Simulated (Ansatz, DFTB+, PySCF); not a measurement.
Process, species as SMILES: C(O)C(C)C + 3 C (CH4) → 3 CC (C2H6) [ethane] + OC (CH4O) [methanol]

Quantity: bond separation energy (enthalpy at 298 K), in kcal/mol. Terms: 6-311+G** with 5d; valence correlation only; six Cartesian d functions in 6-31G* and its kin unless marked 5d; non-relativistic; no spin-orbit coupling; dispersion terms only where a functional's name holds one; SCC-DFTB with the Slater-Koster set that CP2K ships. CBS(X,Y): correlation extrapolated as X^-3; Hartree-Fock from the larger set. The bracket is a focal-point correction in the basis named. Ab initio and DFT and DFTB rows: single points at B3LYP-D3(BJ) geometries (Ansatz, a quantum-chemistry and plane-wave program), with unscaled harmonic terms from B3LYP/6-31G* (Ansatz) at its own minima.

Measured values: Active Thermochemical Tables 1.112 (ions: stationary electron), as tabulated in the package chemicals; CRC Handbook, as tabulated in the package chemicals; they hold spin-orbit and core effects, anharmonicity and other conformers. 

Value to compare with, the measured value: 13.2 kcal/mol.

```json
[
 {"level": "SCC-DFTB", "program": "DFTB+", "bond separation energy (enthalpy at 298 K) (kcal/mol)": "6.8", "error": "-6.4"},
 {"level": "SVWN5/6-31G*", "program": "Ansatz", "bond separation energy (enthalpy at 298 K) (kcal/mol)": "14.2", "error": "1.0"},
 {"level": "BP86/6-31G* (5d)", "program": "PySCF", "bond separation energy (enthalpy at 298 K) (kcal/mol)": "9.4", "error": "-3.8"},
 {"level": "B3LYP/6-31G", "program": "Ansatz", "bond separation energy (enthalpy at 298 K) (kcal/mol)": "10.5", "error": "-2.7"},
 {"level": "B3LYP/6-31G*", "program": "Ansatz", "bond separation energy (enthalpy at 298 K) (kcal/mol)": "9.1", "error": "-4.1"},
 {"level": "B3LYP/6-31G**", "program": "Ansatz", "bond separation energy (enthalpy at 298 K) (kcal/mol)": "9.3", "error": "-3.9"},
 {"level": "B3LYP/cc-pVDZ", "program": "Ansatz", "bond separation energy (enthalpy at 298 K) (kcal/mol)": "9.4", "error": "-3.8"},
 {"level": "PBE0/6-31G*", "program": "Ansatz", "bond separation energy (enthalpy at 298 K) (kcal/mol)": "9.9", "error": "-3.3"},
 {"level": "M06-2X/6-31G* (5d)", "program": "PySCF", "bond separation energy (enthalpy at 298 K) (kcal/mol)": "12.2", "error": "-1.0"},
 {"level": "M06-2X/6-311+G**", "program": "PySCF", "bond separation energy (enthalpy at 298 K) (kcal/mol)": "12.5", "error": "-0.7"},
 {"level": "r2SCAN-D4/def2-TZVPD", "program": "Ansatz + dftd4", "bond separation energy (enthalpy at 298 K) (kcal/mol)": "12.5", "error": "-0.7"},
 {"level": "RI-MP2/CBS(cc-pVTZ,cc-pVQZ)+[CCSD(T)-MP2]/cc-pVTZ", "program": "Ansatz", "bond separation energy (enthalpy at 298 K) (kcal/mol)": "12.7", "error": "-0.5"}
]
```

Among the 10 habitual levels, SCC-DFTB lies farthest from the measured value (-6.4 kcal/mol); 1 of 10 lie above it, and their mean absolute error is 3.1 kcal/mol, the median 3.5. One case shows no general order.

The levels are drawn from those run, B3LYP/6-31G* more often than the rest, none by its result; left out are runs that failed, that the program found above a lower state of the same kind, or whose <S^2> lies over 0.5 above the pure value.
